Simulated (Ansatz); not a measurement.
A CCSD(T) single point on C2H4FO (`[O]CCF`) radical.

```yaml
crystal:
  periodic: [false, false, false]
  atoms:
    - {symbol: O, position_ang: [-1.112744, 1.381935, -0.100650]}
    - {symbol: C, position_ang: [0.022822, 0.703920, 0.201125]}
    - {symbol: C, position_ang: [0.021098, -0.764591, -0.150893]}
    - {symbol: F, position_ang: [0.108027, -0.917158, -1.519231]}
    - {symbol: H, position_ang: [0.196164, 0.830058, 1.288164]}
    - {symbol: H, position_ang: [0.884772, 1.215659, -0.264500]}
    - {symbol: H, position_ang: [-0.906878, -1.234841, 0.186997]}
    - {symbol: H, position_ang: [0.879040, -1.272082, 0.303290]}
basis:
  gaussian: {orbitals: def2-SVP}
magnetization: {spin_polarized: true, initial_magnetization: 1}
correlation: {method: ccsd_t}
scf: {omitted_lower_state_checks: [cluster_reference]}
```

```sh
$ ansatz run in.yaml --threads 4 --pin off --events-out ev --progress --plain
```

Log, shortened:

```
Functional definition: HF
757 factors; integrals over basis functions are off by at most 1.2e-3 eV
mean field evaluation 1: about -6856.0175 eV, gradient 2.4e1 eV
mean field evaluation 2: about -6856.1135 eV, gradient 2.4e1 eV
mean field evaluation 4: about -6859.9254 eV, gradient 4.1e0 eV
mean field evaluation 8: about -6860.2404 eV, gradient 2.4e-1 eV
mean field evaluation 16: about -6860.2426 eV, gradient 2.9e-6 eV
mean field -6860.24260103 eV, -252.1092655485 hartree, gradient 8.5e-6 eV, S^2 0.757755; 5 other end points of the search recorded, 0 dependent functions left out
4 core orbitals not correlated: weight in the atoms' cores, before any rotation towards them, 1.000 or more for the frozen orbitals, at most 0.000 for the correlated occupied ones
reference -6860.24260103 eV, -252.1092655485 hartree; 13, 12 occupied and 59, 60 virtual orbitals, 757 factors
second order -16.30815112 eV of doubles, -0.00000000 eV of singles
cycle   1  -16.96489579 eV  change   -6.6e-1 eV  update   8.4e-2
cycle   2  -17.35765035 eV  change   -3.9e-1 eV  update   2.6e-2
cycle   3  -17.46306415 eV  change   -1.1e-1 eV  update   1.5e-2
cycle   4  -17.46651046 eV  change   -3.4e-3 eV  update   6.7e-3
cycle   5  -17.46521999 eV  change    1.3e-3 eV  update   3.3e-3
cycle   6  -17.46625662 eV  change   -1.0e-3 eV  update   1.3e-3
cycle   7  -17.46631841 eV  change   -6.2e-5 eV  update   4.1e-4
cycle   8  -17.46625332 eV  change    6.5e-5 eV  update   1.7e-4
cycle   9  -17.46627894 eV  change   -2.6e-5 eV  update   6.8e-5
cycle  10  -17.46626133 eV  change    1.8e-5 eV  update   2.9e-5
perturbative correction -0.38330153 eV, -0.0140860714 hartree
Total energy: -6878.09216389 eV, -252.7652248846 hartree
Checks for a lower state left out: cluster_reference
```

Run time 4.8 s (4 threads of a server CPU on a shared host); peak host memory 0.48 GiB.

Correlation energy per correlated electron: -0.714 eV. T1 diagnostic: 0.0141.
